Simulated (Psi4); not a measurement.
# One shape, several levels: SiH2 (SMILES [H][Si][H])

Aim: a comparison of 3 runs (HF/STO-3G, HF/def2-SVP, BLYP/def2-SVPD) of SiH2. 

The calculation is run with Psi4 1.11.

**1. The molecule**

SiH2 has 3 atoms, charge 0, and is taken as a singlet. As SMILES, `[H][Si][H]`. The coordinates come from a GFN2-xTB relaxation.

Bond lengths: Si1–H2 1.486 Å, Si1–H3 1.485 Å. Angles: H2–Si1–H3 97.1°.

**2. Energy and gradient at HF/STO-3G (run 1)**

The input, h2si.xyz:

```xyz
3
H2Si
Si     0.005220    -0.008160    -0.655700
H      1.110230    -0.020010     0.337410
H     -1.115450     0.028170     0.318290
```

The input, run.py:

```python
import psi4

psi4.set_memory('1600 MB')
psi4.set_num_threads(1)
psi4.set_output_file('run.log', False)

with open('h2si.xyz') as f:
    atoms = ''.join(f.readlines()[2:])
m = psi4.geometry('0 1\n' + atoms + 'symmetry c1\nno_reorient\nno_com')

psi4.set_options({
    'basis': 'STO-3G',
    'reference': 'rhf',
    'puream': True,
    'e_convergence': 1e-09,
    'd_convergence': 1e-08,
    'scf_type': 'pk',
})

energy_value, wavefunction = psi4.gradient('hf', molecule=m, return_wfn=True)
psi4.oeprop(wavefunction, 'WIBERG_LOWDIN_INDICES', 'LOWDIN_CHARGES', 'MULLIKEN_CHARGES')
print('gradient / Eh bohr^-1')
print(energy_value.np.round(6))
print(f'energy = {wavefunction.energy():.10f} Eh')
```

Command:

```
$ python run.py
```

run.log:

```text
[...]
  Running in c1 symmetry.
[...]
  Nuclear repulsion =   10.212188844427162
[...]
  Multiplicity = 1
[...]
  Nalpha       = 8
  Nbeta        = 8
[...]
    Number of basis functions: 11
[...]
   @RHF iter   1:  -286.66411343089675   -1.08824e+00   2.51337e-03 DIIS/ADIIS
[...]
   @RHF iter   7:  -286.66483100616193   -1.70530e-13   9.89986e-10 DIIS
[...]
    Orbital Energies [Eh]
    ---------------------
    Doubly Occupied:
       1A    -67.888556     2A     -5.890866     3A     -3.908928
       4A     -3.907851     5A     -3.906751     6A     -0.611311
       7A     -0.380708     8A     -0.222994
[...]
  @RHF Final Energy:  -286.66483100616193
   => Energetics <=
    Nuclear Repulsion Energy =             10.2121888444271622
    One-Electron Energy =                -420.3181090386885899
    Two-Electron Energy =                 123.4410891880994825
    Total Energy =                       -286.6648310061619895
[...]
 Multipole Moments:
 ------------------------------------------------------------------------------------
     Multipole            Electronic (a.u.)      Nuclear  (a.u.)        Total (a.u.)
 ------------------------------------------------------------------------------------
 L = 1.  Multiply by 2.5417464519 to convert [e a0] to [Debye]
 Dipole X            :         -0.1288426            0.1282368           -0.0006058
 Dipole Y            :          0.2009153           -0.2004621            0.0004532
 Dipole Z            :         16.1440696          -16.1082145            0.0358552
 Magnitude           :                                                    0.0358631
[...]
  -Total Gradient:
     Atom            X                  Y                   Z
    ------   -----------------  -----------------  -----------------
       1       -0.000161642540    -0.000034314787    -0.003082819689
       2        0.017059775099    -0.000349381735     0.001769546662
       3       -0.016898132559     0.000383696521     0.001313273027
[...]
  Mulliken Charges: (a.u.)
   Center  Symbol    Alpha    Beta     Spin     Total
       1    SI     6.77709  6.77709  0.00000  0.44583
       2     H     0.61146  0.61146  0.00000 -0.22292
       3     H     0.61145  0.61145  0.00000 -0.22291
   Total alpha =  8.00000, Total beta =  8.00000, Total charge =  0.00000
  Lowdin Charges: (a.u.)
   Center  Symbol    Alpha    Beta     Spin     Total
       1    SI     6.78880  6.78880  0.00000  0.42240
       2     H     0.60561  0.60561  0.00000 -0.21122
       3     H     0.60559  0.60559  0.00000 -0.21118
[...]
```

The script printed:

```text
gradient / Eh bohr^-1
[[-1.6200e-04 -3.4000e-05 -3.0830e-03]
 [ 1.7060e-02 -3.4900e-04  1.7700e-03]
 [-1.6898e-02  3.8400e-04  1.3130e-03]]
energy = -286.6648310062 Eh
```

Wall time 1.8 s (1 thread of AMD EPYC 7B13 (Zen 3), shared host); peak memory 0.18 GiB.

**3. Energy and gradient at HF/def2-SVP (run 2)**

The input, h2si.inp:

```
memory 1600 mb

molecule mol {
  0 1
  Si
  H 1 1.485751
  H 1 1.48522 2 97.06744
  symmetry c1
  no_reorient
  no_com
}

set globals {
  puream true
  e_convergence 1e-09
  d_convergence 1e-08
  scf_type pk
}

result, w = gradient('scf/def2-SVP', return_wfn=True)
oeprop(w, 'LOWDIN_CHARGES', 'MULLIKEN_CHARGES', 'WIBERG_LOWDIN_INDICES', title='SCF')
```

Command:

```
$ psi4 h2si.inp h2si.out -n 1
```

h2si.out:

```text
[...]
  Running in c1 symmetry.
[...]
  Nuclear repulsion =   10.212186708768453
[...]
  Multiplicity = 1
[...]
  Nalpha       = 8
  Nbeta        = 8
[...]
    Number of basis functions: 28
[...]
   @RHF iter   1:  -289.91714029859662   -5.40678e-01   2.69514e-03 DIIS/ADIIS
[...]
   @RHF iter   9:  -289.92442405874721   -2.84217e-13   1.09860e-09 DIIS
[...]
    Orbital Energies [Eh]
    ---------------------
    Doubly Occupied:
       1A    -68.768998     2A     -6.140815     3A     -4.248312
       4A     -4.246081     5A     -4.244971     6A     -0.680108
       7A     -0.472844     8A     -0.329436
[...]
  @RHF Final Energy:  -289.92442405874721
   => Energetics <=
    Nuclear Repulsion Energy =             10.2121867087684528
    One-Electron Energy =                -422.0100915180008769
    Two-Electron Energy =                 121.8734807504852284
    Total Energy =                       -289.9244240587472063
[...]
 Multipole Moments:
 ------------------------------------------------------------------------------------
     Multipole            Electronic (a.u.)      Nuclear  (a.u.)        Total (a.u.)
 ------------------------------------------------------------------------------------
 L = 1.  Multiply by 2.5417464519 to convert [e a0] to [Debye]
 Dipole X            :          1.0995796           -1.2878278           -0.1882482
 Dipole Y            :          0.9726967           -1.1384873           -0.1657906
 Dipole Z            :          0.0000000            0.0000000            0.0000000
 Magnitude           :                                                    0.2508464
[...]
  -Total Gradient:
     Atom            X                  Y                   Z
    ------   -----------------  -----------------  -----------------
       1       -0.014191809993    -0.012345761137     0.000000000000
       2        0.003762813874     0.009845765014     0.000000000000
       3        0.010428996120     0.002499996124    -0.000000000000
[...]
  Mulliken Charges: (a.u.)
   Center  Symbol    Alpha    Beta     Spin     Total
       1    SI     6.83513  6.83513  0.00000  0.32973
       2     H     0.58244  0.58244  0.00000 -0.16487
       3     H     0.58243  0.58243  0.00000 -0.16486
   Total alpha =  8.00000, Total beta =  8.00000, Total charge =  0.00000
  Lowdin Charges: (a.u.)
   Center  Symbol    Alpha    Beta     Spin     Total
       1    SI     6.85847  6.85847  0.00000  0.28307
       2     H     0.57077  0.57077  0.00000 -0.14154
       3     H     0.57077  0.57077  0.00000 -0.14153
[...]
```

It took 1.9 s on 1 thread of AMD EPYC 7B13 (Zen 3), shared host; peak memory 0.19 GiB.

**4. Energy and gradient at BLYP/def2-SVPD (run 3)**

The input, job.in:

```
memory 1600 MB

molecule geom {
  0 1
  Si
  H 1 1.485751
  H 1 1.48522 2 97.06744
  symmetry c1
}

set basis def2-SVPD
set reference rks
set puream true
set e_convergence 1e-09
set d_convergence 1e-08
set scf_type pk
set dft_radial_points 99
set dft_spherical_points 590

e, wfn = gradient("blyp", return_wfn=True)
oeprop(wfn, "WIBERG_LOWDIN_INDICES", "LOWDIN_CHARGES", "MULLIKEN_CHARGES", title="BLYP")
```

Command:

```
$ psi4 -n 1 job.in job.out
```

job.out:

```text
[...]
  Running in c1 symmetry.
[...]
  Nuclear repulsion =   10.212186708768453
[...]
  Multiplicity = 1
[...]
  Nalpha       = 8
  Nbeta        = 8
[...]
    Number of basis functions: 40
[...]
   @RKS iter   1:  -290.47108355035004   -2.67205e-01   5.04553e-03 DIIS/ADIIS
[...]
   @RKS iter   9:  -290.51002198076543   -9.66338e-13   5.72980e-09 DIIS
[...]
    Orbital Energies [Eh]
    ---------------------
    Doubly Occupied:
       1A    -65.483980     2A     -5.072109     3A     -3.502296
       4A     -3.491720     5A     -3.488485     6A     -0.457898
       7A     -0.297436     8A     -0.200144
[...]
  @RKS Final Energy:  -290.51002198076543
   => Energetics <=
    Nuclear Repulsion Energy =             10.2121867087684528
    One-Electron Energy =                -422.0623528712220036
    Two-Electron Energy =                 142.9061021172033747
    DFT Exchange-Correlation Energy =     -21.5659579355152680
    Empirical Dispersion Energy =           0.0000000000000000
    VV10 Nonlocal Energy =                  0.0000000000000000
    Total Energy =                       -290.5100219807654298
[...]
 Multipole Moments:
 ------------------------------------------------------------------------------------
     Multipole            Electronic (a.u.)      Nuclear  (a.u.)        Total (a.u.)
 ------------------------------------------------------------------------------------
 L = 1.  Multiply by 2.5417464519 to convert [e a0] to [Debye]
 Dipole X            :          1.1905734           -1.2878278           -0.0972544
 Dipole Y            :          1.0530108           -1.1384873           -0.0854765
 Dipole Z            :         -0.0000000            0.0000000           -0.0000000
 Magnitude           :                                                    0.1294784
[...]
  -Total Gradient:
     Atom            X                  Y                   Z
    ------   -----------------  -----------------  -----------------
       1       -0.023420698118    -0.020511608137    -0.000000000556
       2        0.005314566498     0.017399579154     0.000000000278
       3        0.018106468637     0.003112344429     0.000000000278
[...]
  Mulliken Charges: (a.u.)
   Center  Symbol    Alpha    Beta     Spin     Total
       1    SI     7.14743  7.14743  0.00000 -0.29487
       2     H     0.42634  0.42634  0.00000  0.14732
       3     H     0.42623  0.42623  0.00000  0.14755
   Total alpha =  8.00000, Total beta =  8.00000, Total charge =  0.00000
  Lowdin Charges: (a.u.)
   Center  Symbol    Alpha    Beta     Spin     Total
       1    SI     6.71709  6.71709  0.00000  0.56583
       2     H     0.64139  0.64139  0.00000 -0.28279
       3     H     0.64152  0.64152  0.00000 -0.28304
[...]
```

Run time: 5.1 s. Hardware: 1 thread of AMD EPYC 7B13 (Zen 3), shared host; peak memory 0.4 GiB.

**5. All runs side by side**

```tsv
run	level	integration grid	energy (Eh)	dipole moment (D)	HOMO energy (eV)	LUMO energy (eV)	wall time
1	HF/STO-3G	–	-286.664831	0.09	-6.07	6.04	1.8 s
2	HF/def2-SVP	–	-289.924424	0.64	-8.96	0.37	1.9 s
3	BLYP/def2-SVPD	99 radial × 590 angular	-290.510022	0.33	-5.45	-3.83	5.1 s
```

**6. Results**

| quantity | value |
| --- | --- |
| run 3: total energy | -290.51002 Eh |
| run 3: dipole moment | 0.33 D |
| run 3: HOMO energy | -5.45 eV |
| run 3: LUMO energy | -3.83 eV |
| run 3: HOMO–LUMO gap | 1.62 eV |
| run 3: largest force on an atom | 1.601 eV/Å |

**Reading.** The dipole moment (its size) runs from 0.09 D (HF/STO-3G) to 0.64 D (HF/def2-SVP). The HOMO–LUMO gap runs from 1.62 eV (BLYP/def2-SVPD) to 12.10 eV (HF/STO-3G). The two ends differ in method and basis. In run 1 the basis is minimal, so the values are rough. All runs together took 8.8 s, the longest 5.1 s.
